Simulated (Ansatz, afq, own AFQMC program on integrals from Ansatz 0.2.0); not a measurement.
# SiGeH$_{2}$, triplet in cc-pVDZ, levels against CCSDT(Q)

```xyz
4

Si    0.0000    0.0746    1.5249
Ge    0.0000   -0.0064   -0.6402
H     0.0000   -0.3073    2.9682
H     0.0000   -1.3061    0.6773
```

Connectivity, by distances: SiH–Ge, 1 bridging H.

Basis cc-pVDZ. Noble-gas cores (and the filled d shells of Ga–Kr and In–Xe) are frozen. AFQMC by an in-house program on the Cholesky factors that Ansatz 0.2.0 writes for its CCSD(T) run. The CISD trial takes its coefficients from CCSD amplitudes. Released means that phaseless walkers are propagated on without the constraint, phases kept. ± is one standard error of the sampling. No spin–orbit coupling.

Determinant: UHF, the one that the program's search chose, which needn't be the lowest solution. The geometry is a PBE0/def2-TZVP stationary point of this or a neighbouring charge and spin state.

No full CI on the walks' own integrals is used here; CCSDT(Q) serves as the reference and is uncertain by about the last step of the cluster series.

Cautions: no relativity below Rb; no spin-orbit coupling; inner d shell frozen; another spin lies lower (by 2.23 eV); unrestricted determinant slightly spin contaminated (⟨S²⟩ 2.05 against 2.00); released walk and highest rung disagree (by 19 meV at 2.40 1/Eh).

* T1 diagnostic: 0.0239
* weight of the determinant in the CISD state: 0.860
* ⟨S²⟩ of the determinant: 2.054
* size of the correlated space: 10 electrons in 36 orbitals

```json
{"level": "MP2", "correlation energy (eV)": "-4.0181"}
{"level": "CCSD", "correlation energy (eV)": "-5.0408"}
{"level": "CCSD(T)", "correlation energy (eV)": "-5.2265"}
```

Q: Estimate where AFQMC with the constraint released lies against CCSD(T) on the same integrals.

A: 4.7 ± 0.3 kJ/mol below CCSD(T).

Reference: CCSDT(Q), correlation energy -5.294 eV. The released energy is read at 2.40 1/Eh (meV from the phaseless value at times in 1/Eh: -6 ± 3 at 0.24, -8.9 ± 2.1 at 0.51, -13 ± 3 at 0.99, -16.0 ± 2.4 at 1.62, -12 ± 3 at 2.40).

```
         level  E − E(reference) (kJ/mol)  share of correlation (%)
       CCSD(T)                        6.5                     98.72
         CCSDT                        1.4                     99.73
 ph-AFQMC/CISD                  3.0 ± 0.3                     99.42
released AFQMC                  1.8 ± 0.3                     99.64
```

A walk keeps the symmetry of its determinant, which the program's search chose and which needn't be the lowest solution, so a lower state of the same spin and another symmetry isn't excluded. Released energies are given only where the last usable release times agree within the noise; a slower fall can still hide under it.
